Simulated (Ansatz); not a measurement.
`[AlH2][S][SiH3]` + `[NH2][AlH2]` → `[AlH2][NH][AlH2]` + `[SiH3]S` at 500 K and 1 bar (ligand exchange at the Al–S bond).

Program: Ansatz. Geometries: PBE0-D4/def2-TZVP. ΔE: electronic, gas phase. CBS: MP2 limit from def2 TZ/QZ plus the TZ coupled-cluster correction, frozen cores. This one scheme is used for every species.

```
           species  CCSD(T)/CBS energy (Eh)  H − E (kJ/mol)  S (J/(mol·K))
 `[AlH2][S][SiH3]`               -931.92152           148.1          386.9
     `[NH2][AlH2]`               -299.14566           129.9          289.4
`[AlH2][NH][AlH2]`               -541.78272           152.7          361.8
         `[SiH3]S`               -689.27336           117.6          310.5
```

H − E and S are ideal-gas, rigid-rotor, harmonic terms from PBE0-D4/def2-TZVP. 1 Eh = 2625.50 kJ/mol, R = 8.31446 J/(mol·K).

Problem. By hand: ΔE, ΔH, ΔS and ΔG.

Solution. ΔE = (-541.78272) + (-689.27336) − (-931.92152) − (-299.14566) = 0.01110 Eh = 29.1 kJ/mol. Δ(H − E) = 152.7 + 117.6 − 148.1 − 129.9 = -7.7, so ΔH = 21.4 kJ/mol. ΔS = 361.8 + 310.5 − 386.9 − 289.4 = -4.0 J/(mol·K). ΔG = 21.4 − 500 × (-4.0)/1000 = 23.4 kJ/mol.

Problem. By hand: the equilibrium constant, and the temperature at which ΔG would vanish if ΔH and ΔS stayed fixed.

Solution. log₁₀ K = −ΔG/(RT ln 10) = -2.4. ΔH and −TΔS have one sign here, so there is no such temperature. One of them is within its doubt of zero, so this could turn.

The number of gas molecules stays the same, so ΔS is small and ΔH decides. A doubt of 5 kJ/mol in ΔE shifts log₁₀ K by 0.5 here. These are equilibria of isolated gas molecules and say nothing of rates. Largest T1 diagnostic: 0.012 (customary marks: 0.02 for closed shells, 0.045 for open ones).
